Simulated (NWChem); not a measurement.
Everything below was run with NWChem. System: methyl formate (C₂H₄O₂), charge 0, spin multiplicity 1, at a geometry optimised with PBE/def2-SVP. Level: G0W0@PBE0/def2-SVPD, RI basis def2-svpd-rifit.

Job file:

```
start mol
memory heap 200 mb stack 700 mb global 1700 mb
geometry units angstroms nocenter noautoz noautosym
  C     -1.388106    -0.306595     0.104149
  O     -0.061175    -0.835127     0.259325
  C      0.939461     0.026486    -0.014266
  O      0.806730     1.175586    -0.369813
  H     -1.566455     0.010129    -0.943367
  H     -2.077998    -1.123053     0.381252
  H     -1.543123     0.571321     0.763218
  H      1.915005    -0.501415     0.143501
end
basis spherical
  * library def2-svpd
end
basis "ri basis" bse spherical
  * library def2-svpd-rifit
end
dft
  xc pbe0
  iterations 100
  direct
  tolerances tight
end
task dft energy
gw
  states alpha occ 4 vir 2
end
task dft gw
```

Output (cleaned and shortened):

```
             Northwest Computational Chemistry Package (NWChem) 7.3.0
             --------------------------------------------------------

                                NWChem Input Module
                                -------------------

 Scaling coordinates for geometry "geometry" by  1.889725989
 (inverse scale =  0.529177249)

                             Geometry "geometry" -> ""
                             -------------------------

 Output coordinates in angstroms (scale by  1.889725989 to convert to a.u.)

  No.       Tag          Charge          X              Y              Z
 ---- ---------------- ---------- -------------- -------------- --------------
    1 C                    6.0000    -1.38810600    -0.30659500     0.10414900
    2 O                    8.0000    -0.06117500    -0.83512700     0.25932500
    3 C                    6.0000     0.93946100     0.02648600    -0.01426600
    4 O                    8.0000     0.80673000     1.17558600    -0.36981300
    5 H                    1.0000    -1.56645500     0.01012900    -0.94336700
    6 H                    1.0000    -2.07799800    -1.12305300     0.38125200
    7 H                    1.0000    -1.54312300     0.57132100     0.76321800
    8 H                    1.0000     1.91500500    -0.50141500     0.14350100

 Effective nuclear repulsion energy (a.u.)     121.4688015874

            Nuclear Dipole moment (a.u.)
            ----------------------------
        X                 Y               Z
 ---------------- ---------------- ----------------
    -0.0000018897     0.0000000000    -0.0000037795


 Summary of "ao basis" -> "" (spherical)
 ------------------------------------------------------------------------------
       Tag                 Description            Shells   Functions and Types
 ---------------- ------------------------------  ------  ---------------------
 *                         def2-svpd                  on all atoms

 new library libraries.bse/

 Summary of "ri basis" -> "" (spherical)
 ------------------------------------------------------------------------------
[...]
          25.433164332339          38.831009674386         332.682946805562

     Multipole analysis of the density
     ---------------------------------

     L   x y z        total         alpha         beta         nuclear
     -   - - -        -----         -----         ----         -------
     0   0 0 0     -0.000000    -16.000000    -16.000000     32.000000

     1   1 0 0     -0.416572     -0.208285     -0.208285     -0.000002
     1   0 1 0     -0.611772     -0.305886     -0.305886      0.000000
     1   0 0 1      0.192699      0.096352      0.096352     -0.000004

     2   2 0 0    -14.656792    -69.667263    -69.667263    124.677734
     2   1 1 0     -1.359460    -20.632290    -20.632290     39.905119
     2   1 0 1      0.402917      6.770242      6.770242    -13.137567
     2   0 2 0    -20.867878    -44.435656    -44.435656     68.003434
     2   0 1 1      1.095191     10.328775     10.328775    -19.562360
     2   0 0 2    -17.706481    -14.811170    -14.811170     11.915859

 Task  times  cpu:       14.4s     wall:       14.4s

                                NWChem Input Module
                                -------------------

                                 NWChem GW Module
                                 ----------------

                             ***********************
                             ***        GW       ***
                             ***********************

 Summary of "ri basis" -> "ri basis" (spherical)
 ------------------------------------------------------------------------------
       Tag                 Description            Shells   Functions and Types
 ---------------- ------------------------------  ------  ---------------------
 C                      def2-svpd-rifit             20       64   7s6p5d2f
 O                      def2-svpd-rifit             20       64   7s6p5d2f
 H                      def2-svpd-rifit              9       23   4s3p2d

                 Memory Information
                 ------------------
          Available GA per process is          1699.9 MBs
          Available stack per process is        700.0 MBs
          Available heap per process is           0.0 MBs

          Peak memory in Initialization
              Peak GA per process is                  6.7 MBs
              Peak stack per process is               0.2 MBs
              Peak heap per process is                6.9 MBs
              Memory not in MA per process            0.0 MBs

          Peak memory in AFF Calculation
              Peak GA per process is                 30.2 MBs
              Peak stack per process is              20.3 MBs
              Peak heap per process is                0.0 MBs
              Memory not in MA per process           20.3 MBs

          Computing 2-center integrals
          Computing Inverse Cholesky factor
          Computing 3-center integrals
          Computing V_xc ...

          Computing Sigma_x
          Computing RPA polarizability
          Solving quasiparticle equations

                  Alpha Orbitals
          State     Energy (eV)     Error (eV)
          -----------------------------------
@GW        13        -13.650           0.005
@GW        14        -12.783           0.005
@GW        15        -11.080           0.004
@GW        16        -10.449           0.004
@GW        17          2.579           0.002
@GW        18          2.120           0.003

   Applying  -1.9444 eV scissor-shift to rest of particle states

   Applying   2.8491 eV scissor-shift to rest of hole states

     GW Timing Statistics
   ------------------------
   Init.   :          0.0s
     ERIs  :          0.6s
     Distr.:          0.0s
     Vxc   :          1.8s
   Sigma_x :          0.0s
   RPA     :          0.9s
   Wmn     :          0.0s
   Sigma_c :          0.0s
   GW total:          3.4s

 Task  times  cpu:        3.4s     wall:        3.4s

 Total times  cpu:       17.8s     wall:       17.8s
```
